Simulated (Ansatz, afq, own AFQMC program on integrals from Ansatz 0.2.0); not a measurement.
Two steps: Ansatz 0.2.0 writes the Fock matrix and Cholesky factors of the valence space, and afq projects on them the lowest state that overlaps trial and start.

```yaml
crystal:
  periodic: [false, false, false]
  atoms:
    - {symbol: Se, position_ang: [0.000000, 0.000000, 0.000000]}
    - {symbol: Li, position_ang: [0.000000, 0.000000, 2.560600]}
basis:
  gaussian: {orbitals: cc-pVDZ}
total_charge: 1
magnetization: {spin_polarized: false}
correlation: {method: ccsd_t, electrons: outside_noble_gas, hamiltonian_folder: ham}
```

```sh
$ ansatz run in.yaml --threads 1 --pin off --events-out ev --progress --plain --max-ram 1843MiB
```

Options of the walk:

```
--method phaseless --trial mp1 --walkers 20 --populations 1 --least-time 40 --time-step 0.01 --steps-per-block 25 --equilibration-blocks 40 --max-blocks 160 --target-error 0.00058 --factor-cut 0.001 --seed 6904 --taylor-order 6
```

Times are imaginary, in 1/Eh. The walk had a cap of 209 s. Filled inner d shells are frozen with the cores.

Log:

```
orbitals 26  electrons 3 3  factors 117 of 459
reference energy -2406.98597275 Eh
CCSD correlation -0.11186891 Eh in 14 cycles, weight of the determinant in the CISD state 0.8321
energy of the start -2407.070723 Eh
 block  time / (1/Eh)  mean weight  energy / Eh
     1     0.250  1.0010  -2407.075828
     2     0.500  1.0014  -2407.080810
     3     0.750  0.9970  -2407.082943
     4     1.000  0.9993  -2407.084084
     5     1.250  1.0003  -2407.084592
     9     2.250  0.9983  -2407.090378
    21     5.250  0.9944  -2407.096683
    41    10.250  1.0041  -2407.103471
    61    15.250  1.0019  -2407.112102
    81    20.250  1.0006  -2407.111592
   101    25.250  1.0055  -2407.099436
   111    27.750  0.9996  -2407.093549
   121    30.250  0.9979  -2407.112279
   131    32.750  0.9978  -2407.152665
   141    35.250  1.0040  -2407.140483
   161    40.250  1.0003  -2407.145453
   181    45.250  1.0027  -2407.104657
   196    49.000  1.0029  -2407.116344
blocks merged  error / Eh  count
     1  0.001144  160
     2  0.001470  80
     4  0.001905  40
     8  0.002397  20
    16  0.002725  10
energy -2407.111588 +/- 0.002397 Eh
(rows thinned)
```

The run failed at least one of its tests; the cautions name the faults. The second half of the sampling lies below the first by 2.6 errors of their difference, so the energy may still be moving and its error bar be too small.

Against this walk (error 65.2 meV) on the same determinant: CCSD(T) 250.3 meV higher, CCSDT(Q) 78.6 meV higher (within the noise), CCSDTQ 81.7 meV higher (within the noise), full CI 81.6 meV higher (within the noise). The error is statistical and leaves out the bias of the constraint. The determinant is a poor start (see the cautions), so the low cluster orders aren't to be relied on, and full CI is the sure value.

Cautions: constraint bias not in the error; error not settled; error above the target (65.2 against 15.8 meV); no relativity below Rb; no spin-orbit coupling; inner d shell frozen; another spin lies lower; restricted determinant unstable towards unrestricted (UHF 1.59 eV lower, ⟨S²⟩ 1.02); strong correlation (T1 0.008, weight of the determinant 0.83, largest double 0.33); the CCSDT(Q) amplitudes may be one of several solutions (largest double 0.95); the CCSDTQ amplitudes may be one of several solutions (largest double 0.97); the determinant fills πx and πy unequally, so it mixes two states of the linear molecule, and each level undoes that mixture to a different degree, while full CI gives the lower state; CCSDTQ on the UHF determinant differs (1.25 eV lower), perhaps since the unrestricted series falls towards higher spin; so few walkers bias the energy; the coarse factor cut changes the integrals a little; the time-step error isn't removed.

The walk took 3.9 s on 1 thread of Intel(R) Xeon(R) 6975P-C (Granite Rapids), on a shared host. The log's last line is the phaseless energy.

CCSDT and higher add their correlation energy to the determinant of the CCSD(T) run, since their own runs factorise the integrals more tightly (a shift of under 2 meV).
